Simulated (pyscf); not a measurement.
**Atom transfer: `[NH2][Al]([Cl])[Cl]` + `[H]` [doublet] → `[NH2][Al][Cl]` [doublet] + `[ClH]`**

Gas phase, doublet surface, charge 0. Bonds broken: Al2–Cl3. Bonds formed: Cl3–H7. PySCF, gas phase, ωB97X-D3(BJ)/def2-SVP geometries. Correlated levels are frozen-core, on RHF or UHF. ΔMP2 is the change of the MP2 total energy from the triple- to the quadruple-zeta basis.

Transition state (Å):

```xyz
7

N      1.2359     0.3901     0.3905
Al    -0.1773     0.6987    -0.6263
Cl    -2.1381    -0.4196    -0.0478
Cl     0.1472     1.0131    -2.6887
H      1.2156     0.2104     1.3886
H      2.1944     0.4526     0.0605
H     -2.8521    -1.7172     0.0417
```

One imaginary mode, 1031i cm⁻¹; descent along it reached the two sides named, in the forms told below.

| bond | change | reactant side (Å) | saddle | product side |
|---|---|---|---|---|
| Al2–Cl3 | breaks | 2.087 | 2.330 | 3.1 |
| Cl3–H7 | forms | 3.6 | 1.484 | 1.293 |

Electronic energies relative to the separated reactants (kcal/mol):

| level | barrier | reaction energy | reverse barrier |
|---|---|---|---|
| ωB97X-D3(BJ)/def2-TZVP | 27.3 | +17.6 | 9.7 |
| PBE/def2-TZVP | 12.9 | +10.6 | 2.3 |
| r²SCAN/def2-TZVP | 15.6 | +12.9 | 2.8 |
| B3LYP-D3(BJ)/def2-TZVP | 17.2 | +11.7 | 5.5 |
| PBE0-D3(BJ)/def2-TZVP | 18.5 | +13.3 | 5.2 |
| M06-2X/def2-TZVP | 22.9 | +13.6 | 9.3 |
| ωB97M-D3(BJ)/def2-TZVP | 25.3 | +15.8 | 9.4 |
| HF/def2-TZVP | 42.2 | +17.9 | 24.2 |
| MP2/def2-QZVPP | 28.8 | +17.1 | 11.7 |
| CCSD/def2-TZVPP | 26.5 | +12.5 | 14.0 |
| CCSD(T)/def2-TZVPP | 25.1 | +13.0 | 12.0 |
| CCSD(T)/def2-TZVPP + ΔMP2(QZVPP) | 24.4 | +13.4 | 10.9 |

With CCSD(T)/def2-TZVPP + ΔMP2(QZVPP) energies and thermal terms (ideal gas, 1 atm, RRHO with modes under 100 cm⁻¹ raised to 100, one conformer, R ln 2 for chiral ones without a mode under 150 cm⁻¹), in kcal/mol:

| T (K) | ΔH‡ | ΔG‡ | ΔH | ΔG |
|---|---|---|---|---|
| 298 | 24.2 | 30.1 | +16.0 | +12.7 |
| 600 | 23.8 | 36.3 | +15.0 | +9.8 |
| 900 | 23.5 | 42.6 | +14.0 | +7.4 |
| 1200 | 23.2 | 49.0 | +13.0 | +5.4 |

On the product side the descent ends in a complex, 5.3 kcal/mol under the separated species and 15.0 kcal/mol under the saddle at ωB97X-D3(BJ)/def2-TZVP. One saddle was located; it need not be the lowest between these sides. The angle at the transferred Cl is 147°. The CCSD(T) − MP2 part came from Ansatz, without density fitting, on the same reference.
